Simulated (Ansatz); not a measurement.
**Structure optimisation: zinc, hcp**

Computed with DFT, revPBE, plane waves (420 eV) with PAW, scalar-relativistic (Ansatz). The PAW files were generated under PBE, with cores re-solved for the functional.

k-point mesh 13×13×7, Fermi-Dirac smearing 0.1 eV, no spin polarisation. Cell and atoms relax.

Starting structure:

```yaml
crystal:
  lattice:
    - [2.66480, 0.00000, 0.00000]
    - [-1.33240, 2.30778, 0.00000]
    - [0.00000, 0.00000, 4.94670]
  atoms:
    - { symbol: Zn, position: [0.33333, 0.66667, 0.25000] }
    - { symbol: Zn, position: [0.66667, 0.33333, 0.75000] }
```

Problem. The pressure at the start is 1.9 GPa. By how much does the volume change?

Solution. From 15.21 to 15.66 Å³ per atom, 3.0 %. The final cell has a = 2.681 Å, c = 5.031 Å (c/a = 1.876).

Problem. How much energy does the relaxation gain?

Solution. 2.6 meV per atom.
